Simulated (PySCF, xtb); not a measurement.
hydrogen sulfide (H2S), SMILES S.

Harmonic wavenumbers (cm⁻¹) from GFN2-xTB run with xtb 6.7.1 at its own minimum, in rising order: 1158, 2476, 2481.

**Question.** What does PySCF with PBE-D3(BJ)/def2-TZVPD give at its own minimum? (Estimate from the structure and the level; the computed values follow.)

**Answer.** 1164, 2629, 2644. Paired by order, the mean absolute difference is 108 cm⁻¹ and the zero-point energies are 8.7 and 9.2 kcal/mol.
